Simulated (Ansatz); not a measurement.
# CH4ClS: the cost of one run

Computed with Ansatz 0.2.0, Gaussian basis. Level: PBE0-D4, def2-SVPD first, then def2-TZVPD.

76 further runs of the same task are left out: 76 set aside as unsound or not needed.

### 1 The starting structure

The guess: 7 atoms, charge -1, spin multiplicity 1.

Atoms are counted from 1 here; the program's logs count them from 0.

Bond lengths: C2–H4 1.067 Å, C2–H5 1.068 Å, C2–H6 1.067 Å, S3–H7 1.326 Å. Angles: H4–C2–H5 119.7°, H4–C2–H6 120.6°, H5–C2–H6 119.6°.

As a file:

```
Cl   -1.28740    0.96270    2.01630
C    -0.28370   -0.00290    0.29640
S     0.80390   -0.98640   -1.52250
H    -0.58290    0.80390   -0.33530
H    -0.90970   -0.86310    0.38950
H     0.64510    0.03270    0.82060
H     1.61460    0.05320   -1.66500
```

Distances that are to change: C2–S3 2.34 Å, Cl1–C2 2.21 Å.

### 2 Relaxing the guess with the reacting distances held

Contents of hold/in.yaml:

```yaml
crystal:
  periodic: [false, false, false]
  atoms:
    - {symbol: Cl, position_ang: [-1.287400, 0.962700, 2.016300]}
    - {symbol: C, position_ang: [-0.283700, -0.002900, 0.296400]}
    - {symbol: S, position_ang: [0.803900, -0.986400, -1.522500]}
    - {symbol: H, position_ang: [-0.582900, 0.803900, -0.335300]}
    - {symbol: H, position_ang: [-0.909700, -0.863100, 0.389500]}
    - {symbol: H, position_ang: [0.645100, 0.032700, 0.820600]}
    - {symbol: H, position_ang: [1.614600, 0.053200, -1.665000]}
basis:
  gaussian: {orbitals: def2-SVPD}
total_charge: -1
hamiltonian: {xc: pbe0, dispersion: d4}
relax: {f_tol: 0.08, max_steps: 120, escape_saddle: false, constraints: [{distance: [1, 2]}, {distance: [0, 1]}]}
```

Launch:

```
$ ansatz run in.yaml --threads 2 --pin off --events-out ev --progress --plain --max-ram 4352MiB
```

**Question.** How long does this run take on 2 threads of Intel Xeon Platinum 8259CL at 2.50GHz, shared host?

About 20 s.
